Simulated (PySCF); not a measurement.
CN₂ + H₂O → H₂CO + N₂

Level: PBE in the def2-TZVP basis family, all electrons, no relativity, computed in PySCF with density fitting; open shells unrestricted.

```csv
species,state and structure,E (Eh),ZPE (kJ/mol),H(298 K) − H(0) (kJ/mol),S° (J/(mol K))
CN₂,"triplet, D∞h, C–N 1.235 Å (×2)",-147.38113,22.2,10.2,226.0
H₂O,"singlet, C2v, O–H 0.971 Å (×2); H–O–H 104.3°",-76.37680,54.3,9.9,189.0
H₂CO,"singlet, C2v, C–H 1.119 Å (×2), C–O 1.208 Å; H–C–H 115.8°, H–C–O 122.1° (×2)",-114.41947,67.3,10.0,218.9
N₂,"singlet, D∞h, N–N 1.103 Å",-109.45201,14.1,8.7,191.6
```

(1) What is the electronic reaction energy?

(2) Add zero-point, thermal and entropy terms for 298.15 K and 1 bar.

Results:

(1) At PBE/def2-TZVP, ΔE = -298.1 kJ/mol from the differences of the total energies times 2625.5, downhill. 

(2) ΔZPE = 4.9 and Δ[H(298) − H(0)] = -1.4 kJ/mol give ΔH° = -294.6 kJ/mol. ΔS° = -4.5 J/(mol K), so ΔG° = -294.6 − 298.15 × (-0.0045) = -293 kJ/mol.

Only the bonding shown was studied: isomers, or loss of a ligand pair, can lie lower.
